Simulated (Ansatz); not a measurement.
Relaxation of AlClH5P (8 atoms, charge 0, multiplicity 1), to a largest force component of 0.03 eV/Å in at most 50 steps.

The calculation used RKS PBE/def2-SVP in Ansatz.

```xyz
8
Properties=species:S:1:pos:R:3
Al 0.030 0.093 0.098
Cl -0.130 0.610 2.232
H 1.480 0.110 -0.544
H -1.328 -0.092 -0.700
P 0.211 -3.201 1.193
H -0.706 -2.871 0.131
H 1.361 -2.781 0.433
H 0.051 -1.928 1.830
```

Where does it end, and by what steps?

It converged. After 6 steps the energy has fallen by 0.074 eV; Cl2 moved furthest, 0.27 Å.

| step | energy less start (eV) | largest force component (eV/Å) | accepted |
| --- | --- | --- | --- |
| 0 | 0.0000 | 0.855 | yes |
| 1 | -0.0415 | 0.409 | yes |
| 2 | -0.0629 | 0.088 | yes |
| 3 | -0.0713 | 0.165 | yes |
| 4 | -0.0734 | 0.065 | yes |
| 5 | -0.0734 | 0.030 | no |
| 6 | -0.0737 | 0.008 | yes |

```xyz
8
Properties=species:S:1:pos:R:3
Al 0.031 -0.003 0.218
Cl -0.149 0.870 2.161
H 1.493 -0.063 -0.412
H -1.323 -0.255 -0.582
P 0.218 -3.173 1.086
H -0.717 -2.808 0.052
H 1.361 -2.704 0.346
H 0.055 -1.925 1.804
```

Whether the end is a true minimum wasn't checked by a vibrational analysis.

Time of the run: 18 s on 1 thread of Arm Neoverse V1, on a shared host, peak memory 0.14 GiB.
